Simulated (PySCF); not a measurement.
# MgC⁺ (quartet): changing the method

What do other methods print for MgC⁺ (quartet)?

The runs use PySCF 2.14.0; method and basis as typed in the scripts.

### Step 1. The starting structure

MgC⁺ (quartet): 2 atoms, charge 1, spin multiplicity 4.

Bond lengths: Mg1–C2 2.165 Å.

### Step 2. Base script

Input file input.py:

```python
from pyscf import gto, scf, cc

mol = gto.M(
    atom='Mg 0 0 0; C 0 0 2.165',
    basis='sto-3g',
    charge=1,
    spin=3,
    verbose=4,
)
mf = scf.UHF(mol)
mf = mf.density_fit(auxbasis='def2-universal-jkfit')
mf.kernel()
mycc = cc.CCSD(mf, frozen=2)
mycc.kernel()
e = mycc.eeccsd(nroots=6)[0]
print('roots (eV) =', (e*27.211386).round(3))
mf.dip_moment()
print('orbital energies (hartree):', [e[max(0, n-3):n+3].round(4) for e, n in zip(mf.mo_energy, mol.nelec)])
```

On the command line:

```
$ python input.py
```

### Step 3. TDA

Run 1 changes step after the SCF: eomee → tda; number of roots: 6 → 4.

Edit input.py of step 2 so:

```diff
@@ -1,2 +1,2 @@
-from pyscf import gto, scf, cc
+from pyscf import gto, scf, tdscf
 
@@ -12,6 +12,6 @@
 mf.kernel()
-mycc = cc.CCSD(mf, frozen=2)
-mycc.kernel()
-e = mycc.eeccsd(nroots=6)[0]
-print('roots (eV) =', (e*27.211386).round(3))
+td = tdscf.TDA(mf)
+td.nstates = 4
+td.kernel()
+td.analyze()
 mf.dip_moment()
```

### Step 4. CASCI (ROHF)

Run 2 changes step after the SCF: eomee → casci; SCF type: UHF → ROHF; active space: none → 5 electrons in 6 orbitals.

Input file input.py:

```python
from pyscf import gto, scf, mcscf

mol = gto.M(
    atom='Mg 0 0 0; C 0 0 2.165',
    basis='sto-3g',
    charge=1,
    spin=3,
    verbose=4,
)
mf = scf.ROHF(mol)
mf = mf.density_fit(auxbasis='def2-universal-jkfit')
mf.kernel()
mc = mcscf.CASCI(mf, 6, 5)
mc.kernel()
mc.analyze()
mf.dip_moment()
print('orbital energies (hartree):', mf.mo_energy[..., max(0, mol.nelec[1]-3):mol.nelec[0]+3].round(4))
```

### Step 5. SCF alone

Run 3 changes step after the SCF: eomee → none.

Edit input.py of step 2 so:

```diff
@@ -1,2 +1,2 @@
-from pyscf import gto, scf, cc
+from pyscf import gto, scf
 
@@ -12,6 +12,2 @@
 mf.kernel()
-mycc = cc.CCSD(mf, frozen=2)
-mycc.kernel()
-e = mycc.eeccsd(nroots=6)[0]
-print('roots (eV) =', (e*27.211386).round(3))
 mf.dip_moment()
```

### Step 6. Population analysis

Run 4 changes step after the SCF: eomee → analyze.

Input file input.py:

```python
from pyscf import gto, scf

mol = gto.M(
    atom='Mg 0 0 0; C 0 0 2.165',
    basis='sto-3g',
    charge=1,
    spin=3,
    verbose=4,
)
mf = scf.UHF(mol)
mf = mf.density_fit(auxbasis='def2-universal-jkfit')
mf.kernel()
mf.analyze()
print('orbital energies (hartree):', [e[max(0, n-3):n+3].round(4) for e, n in zip(mf.mo_energy, mol.nelec)])
```

### Step 7. M062x (UKS)

Run 5 changes functional: none (Hartree–Fock) → m062x; SCF type: UHF → UKS; step after the SCF: eomee → analyze.

Input file input.py:

```python
from pyscf import gto, dft

mol = gto.M(
    atom='Mg 0 0 0; C 0 0 2.165',
    basis='sto-3g',
    charge=1,
    spin=3,
    verbose=4,
)
mf = dft.UKS(mol, xc='m062x')
mf = mf.density_fit(auxbasis='def2-universal-jkfit')
mf.kernel()
mf.analyze()
print('orbital energies (hartree):', [e[max(0, n-3):n+3].round(4) for e, n in zip(mf.mo_energy, mol.nelec)])
```

### Step 8. RHF

Run 6 changes SCF type: UHF → RHF.

Edit input.py of step 2 so:

```diff
@@ -9,3 +9,3 @@
 )
-mf = scf.UHF(mol)
+mf = scf.RHF(mol)
 mf = mf.density_fit(auxbasis='def2-universal-jkfit')
@@ -17,2 +17,2 @@
 mf.dip_moment()
-print('orbital energies (hartree):', [e[max(0, n-3):n+3].round(4) for e, n in zip(mf.mo_energy, mol.nelec)])
+print('orbital energies (hartree):', mf.mo_energy[..., max(0, mol.nelec[1]-3):mol.nelec[0]+3].round(4))
```

What does the calculation give? Wanted: for each run, E(SCF); from base; gap, α spin; after the SCF.

**Answer**, as computed:

```tsv
run	E(SCF) (hartree)	from base (eV)	cycles	gap, α spin (eV)	after the SCF
base	-234.203171	0	11	10.90	CCSD correlation -1.264 eV, core frozen, first root -1.59 eV
TDA	-234.203171	0.0000	11	10.90	lowest root found 1.74 eV
CASCI (ROHF)	-234.198612	+0.1241	12	n/a	CASCI correlation -0.420 eV
SCF alone	-234.203171	0.0000	11	10.90	n/a
population analysis	-234.203171	0.0000	11	10.90	n/a
m062x (UKS)	-234.783806	not comparable	9	5.46	n/a
RHF	-234.198612	+0.1241	12	n/a	CCSD correlation -1.382 eV, core frozen, first root -0.16 eV
```

**Reading.** Total energies of different functionals can't be compared with each other; differences within one functional can.
